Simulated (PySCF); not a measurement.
A geometry optimisation on `FC` (CH3F).

Method: PBE0-D3(BJ)/def2-SVP geometry optimisation, gas phase (PySCF 2.14.0). Start geometry: GFN2-xTB. The command runs a driver script over a list of jobs; the input below is this job's line of settings and its coordinates in Å.

Command:
```bash
OMP_NUM_THREADS=1 python probes_run.py task.json out
```

Input:
```
{"job": {"xc": "PBE0", "basis": "def2-SVP", "d3": "d3bj", "grid": 1, "shake": 0.01, "kind": "geom"}, "charge": 0, "multiplicity": 1}
C     -0.047000    -0.018940     0.009420
F      1.275820    -0.114340    -0.165090
H     -0.319630    -0.223780     1.037550
H     -0.318560     1.032570    -0.244100
H     -0.557060    -0.709470    -0.675660
```

**Question.** What does the run print?

**Answer.** 
```
step   0  E = -139.48252190  max force = 0.026104
step   1  E = -139.48413672  max force = 0.005530
step   2  E = -139.48420821  max force = 0.001346
step   3  E = -139.48421316  max force = 0.000585
step   4  E = -139.48421529  max force = 0.000332
optimisation converged
```

Energies in Eh; «max force» is the largest Cartesian gradient component in Eh/bohr.

**Question.** How much energy does the optimisation release, in kJ/mol?

**Answer.** E(step 0) − E(last step) = 0.001693 Eh, which is 4.4 kJ/mol.

In short: final energy -139.48422 Eh after 4 steps; dipole 1.74 D.

**Question.** Estimate the wall time. Hardware: one thread of an AMD EPYC 9R45, no GPU, shared host with 96 logical CPUs at a one-minute load of 30. And the peak memory of the process?

**Answer.** About 1.2 s, with 0.25 GiB resident at the peak, the Python interpreter and its libraries included.
Labels such as C1 count atoms from 1, the log's own numbers from 0.
